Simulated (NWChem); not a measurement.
All runs are NWChem calculations. System: fluorine (F₂), charge 0, spin multiplicity 1, at a geometry optimised with PBE0/def2-SVP. Level: PBE0/def2-SVP.

Input file:

```
start mol
memory heap 200 mb stack 800 mb global 1000 mb
geometry units angstroms nocenter noautoz noautosym
  F      0.000000     0.000000     0.688226
  F      0.000000     0.000000    -0.688226
end
basis spherical
  * library def2-svp
end
dft
  xc pbe0
  semidirect memsize 60000000 filesize 0
  iterations 100
end
task dft energy
```

Part of the output:

```
             Northwest Computational Chemistry Package (NWChem) 7.3.0
             --------------------------------------------------------

                                NWChem Input Module
                                -------------------

 Scaling coordinates for geometry "geometry" by  1.889725989
 (inverse scale =  0.529177249)

                             Geometry "geometry" -> ""
                             -------------------------

 Output coordinates in angstroms (scale by  1.889725989 to convert to a.u.)

  No.       Tag          Charge          X              Y              Z
 ---- ---------------- ---------- -------------- -------------- --------------
    1 F                    9.0000     0.00000000     0.00000000     0.68822600
    2 F                    9.0000     0.00000000     0.00000000    -0.68822600

 Effective nuclear repulsion energy (a.u.)      31.1404663359

            Nuclear Dipole moment (a.u.)
            ----------------------------
        X                 Y               Z
 ---------------- ---------------- ----------------
     0.0000000000     0.0000000000     0.0000000000


 Summary of "ao basis" -> "" (spherical)
 ------------------------------------------------------------------------------
       Tag                 Description            Shells   Functions and Types
 ---------------- ------------------------------  ------  ---------------------
 *                          def2-svp                  on all atoms

                                 NWChem DFT Module
                                 -----------------

 Summary of "ao basis" -> "ao basis" (spherical)
 ------------------------------------------------------------------------------
       Tag                 Description            Shells   Functions and Types
 ---------------- ------------------------------  ------  ---------------------
 F                          def2-svp                 6       14   3s2p1d

 Summary of "ao basis" -> "ao basis" (spherical)
 ------------------------------------------------------------------------------
       Tag                 Description            Shells   Functions and Types
 ---------------- ------------------------------  ------  ---------------------
 F                          def2-svp                 6       14   3s2p1d

            General Information
            -------------------
          SCF calculation type: DFT
          Wavefunction type:  closed shell.
          No. of atoms     :     2
          No. of electrons :    18
           Alpha electrons :     9
            Beta electrons :     9
          Charge           :     0
          Spin multiplicity:     1
          Use of symmetry is: off; symmetry adaption is: off
          Maximum number of iterations: 100
          AO basis - number of functions:    28
                     number of shells:    12
          Convergence on energy requested:  1.00D-06
          Convergence on density requested:  1.00D-05
          Convergence on gradient requested:  5.00D-04

              XC Information
              --------------
                         PBE0 Method XC Functional
                     Hartree-Fock (Exact) Exchange  0.250
          PerdewBurkeErnzerhof Exchange Functional  0.750
            Perdew 1991 LDA Correlation Functional  1.000 local
           PerdewBurkeErnz. Correlation Functional  1.000 non-local

             Grid Information
             ----------------
          Grid used for XC integration:  medium
          Radial quadrature: Mura-Knowles
          Angular quadrature: Lebedev.
          Tag              B.-S. Rad. Rad. Pts. Rad. Cut. Ang. Pts.
          ---              ---------- --------- --------- ---------
          F                   0.50       49           5.0       434
          Grid pruning is: on
          Number of quadrature shells:    98
          Spatial weights used:  Erf1

          Convergence Information
          -----------------------
          Convergence aids based upon iterative change in
          total energy or number of iterations.
          Levelshifting, if invoked, occurs when the
          HOMO/LUMO gap drops below (HL_TOL):  1.00D-02
          DIIS, if invoked, will attempt to extrapolate
          using up to (NFOCK): 10 stored Fock matrices.

                    Damping( 0%)  Levelshifting(0.5)       DIIS
                  --------------- ------------------- ---------------
          dE  on:    start            ASAP                start
          dE off:    2 iters        100 iters           100 iters

      Screening Tolerance Information
      -------------------------------
          Density screening/tol_rho:  1.00D-10
          AO Gaussian exp screening on grid/accAOfunc:  14
          CD Gaussian exp screening on grid/accCDfunc:  20
          XC Gaussian exp screening on grid/accXCfunc:  20
          Schwarz screening/accCoul:  1.00D-08

      Superposition of Atomic Density Guess
      -------------------------------------

 Sum of atomic energies:        -198.58502273

      Non-variational initial energy
      ------------------------------

 Total energy =    -198.378032
 1-e energy   =    -340.504632
 2-e energy   =     110.986134
 HOMO         =      -0.480282
 LUMO         =      -0.142888

------------------------------------------------------------
EAF file 0: "./mol.aoints.0" size=524288 bytes
------------------------------------------------------------
               write      read    awrite     aread      wait
               -----      ----    ------     -----      ----
     calls:        1         0         0         0         0
   data(b): 5.24e+05  0.00e+00  0.00e+00  0.00e+00
   time(s): 0.00e+00  0.00e+00  0.00e+00  0.00e+00  0.00e+00
rate(mb/s): 0.00e+00  0.00e+00
------------------------------------------------------------

   convergence    iter        energy       DeltaE   RMS-Dens  Diis-err    time
 ---------------- ----- ----------------- --------- --------- ---------  ------
 d= 0,ls=0.0,diis     1   -199.1278688507 -2.30D+02  1.33D-02  3.74D-01     0.1
 d= 0,ls=0.0,diis     2   -199.1436034234 -1.57D-02  5.90D-03  1.64D-01     0.2
 d= 0,ls=0.0,diis     3   -199.1555553377 -1.20D-02  7.16D-04  1.44D-03     0.2
 d= 0,ls=0.0,diis     4   -199.1556546212 -9.93D-05  1.64D-04  1.01D-04     0.2
 d= 0,ls=0.0,diis     5   -199.1556623220 -7.70D-06  2.71D-06  1.58D-07     0.3
 d= 0,ls=0.0,diis     6   -199.1556623305 -8.49D-09  8.33D-08  4.61D-11     0.3

         Total DFT energy =     -199.155662330513
      One electron energy =     -339.909410423433
           Coulomb energy =      130.206144840889
    Exchange-Corr. energy =      -20.592863083864
 Nuclear repulsion energy =       31.140466335895

 Numeric. integr. density =       18.000000235021

     Total iterative time =      0.3s

                       DFT Final Molecular Orbital Analysis
                       ------------------------------------

 Vector    7  Occ=2.000000D+00  E=-5.586161D-01
              MO Center=  2.6D-10, -2.6D-10,  1.4D-07, r^2= 8.6D-01
   Bfn.  Coefficient  Atom+Function         Bfn.  Coefficient  Atom+Function
  ----- ------------  ---------------      ----- ------------  ---------------
     4      0.330116  1 F  px                 5     -0.330324  1 F  py
    18      0.330116  2 F  px                19     -0.330324  2 F  py
     7     -0.213813  1 F  px                 8      0.213947  1 F  py
    21     -0.213813  2 F  px                22      0.213947  2 F  py

 Vector    8  Occ=2.000000D+00  E=-4.153796D-01
              MO Center=  1.6D-10, -1.7D-10, -1.4D-07, r^2= 9.0D-01
   Bfn.  Coefficient  Atom+Function         Bfn.  Coefficient  Atom+Function
  ----- ------------  ---------------      ----- ------------  ---------------
     5     -0.383161  1 F  py                19      0.383161  2 F  py
     4      0.349743  1 F  px                18     -0.349743  2 F  px
     8      0.255052  1 F  py                22     -0.255052  2 F  py
     7     -0.232807  1 F  px                21      0.232807  2 F  px

 Vector    9  Occ=2.000000D+00  E=-4.153796D-01
              MO Center=  3.6D-12,  1.6D-11, -1.3D-07, r^2= 9.0D-01
   Bfn.  Coefficient  Atom+Function         Bfn.  Coefficient  Atom+Function
  ----- ------------  ---------------      ----- ------------  ---------------
     4      0.383161  1 F  px                18     -0.383161  2 F  px
     5      0.349743  1 F  py                19     -0.349743  2 F  py
     7     -0.255052  1 F  px                21      0.255052  2 F  px
     8     -0.232807  1 F  py                22      0.232807  2 F  py

 Vector   10  Occ=0.000000D+00  E=-1.051694D-01
              MO Center= -4.1D-11,  3.5D-11, -3.1D-08, r^2= 8.7D-01
   Bfn.  Coefficient  Atom+Function         Bfn.  Coefficient  Atom+Function
  ----- ------------  ---------------      ----- ------------  ---------------
     6      0.551625  1 F  pz                20      0.551625  2 F  pz
     9     -0.483814  1 F  pz                23     -0.483814  2 F  pz
     3      0.226416  1 F  s                 17     -0.226416  2 F  s
     2      0.171435  1 F  s                 16     -0.171435  2 F  s
     1      0.071778  1 F  s                 15     -0.071778  2 F  s

 Vector   11  Occ=0.000000D+00  E= 1.020210D+00
              MO Center=  1.1D-09, -1.8D-09,  6.1D-07, r^2= 1.7D+00
   Bfn.  Coefficient  Atom+Function         Bfn.  Coefficient  Atom+Function
  ----- ------------  ---------------      ----- ------------  ---------------
     2      1.083647  1 F  s                 16      1.083646  2 F  s
     3     -1.006370  1 F  s                 17     -1.006370  2 F  s
     9     -0.253652  1 F  pz                23      0.253651  2 F  pz
     1      0.222453  1 F  s                 15      0.222452  2 F  s
     6     -0.184292  1 F  pz                20      0.184292  2 F  pz

 Vector   12  Occ=0.000000D+00  E= 1.051435D+00
              MO Center=  9.8D-11, -1.2D-10, -5.7D-07, r^2= 2.2D+00
   Bfn.  Coefficient  Atom+Function         Bfn.  Coefficient  Atom+Function
  ----- ------------  ---------------      ----- ------------  ---------------
     9      0.901135  1 F  pz                23      0.901135  2 F  pz
     2     -0.582052  1 F  s                 16      0.582053  2 F  s
     6      0.523028  1 F  pz                20      0.523028  2 F  pz
     3      0.228137  1 F  s                 17     -0.228138  2 F  s
     1     -0.131454  1 F  s                 15      0.131455  2 F  s

 center of mass
 --------------
 x =   0.00000000 y =   0.00000000 z =   0.00000000

 moments of inertia (a.u.)
 ------------------
          64.269784759100           0.000000000000           0.000000000000
           0.000000000000          64.269784759100           0.000000000000
           0.000000000000           0.000000000000           0.000000000000

     Multipole analysis of the density
     ---------------------------------

     L   x y z        total         alpha         beta         nuclear
     -   - - -        -----         -----         ----         -------
     0   0 0 0     -0.000000     -9.000000     -9.000000     18.000000

     1   1 0 0      0.000000      0.000000      0.000000      0.000000
     1   0 1 0     -0.000000     -0.000000     -0.000000      0.000000
     1   0 0 1     -0.000000     -0.000000     -0.000000      0.000000

     2   2 0 0     -6.935259     -3.467630     -3.467630      0.000000
     2   1 1 0     -0.000000     -0.000000     -0.000000      0.000000
     2   1 0 1     -0.000000     -0.000000     -0.000000      0.000000
     2   0 2 0     -6.935259     -3.467630     -3.467630      0.000000
     2   0 1 1      0.000000      0.000000      0.000000      0.000000
     2   0 0 2     -6.498916    -18.472531    -18.472531     30.446146

 Task  times  cpu:        0.3s     wall:        0.3s

 Total times  cpu:        0.3s     wall:        0.3s
```
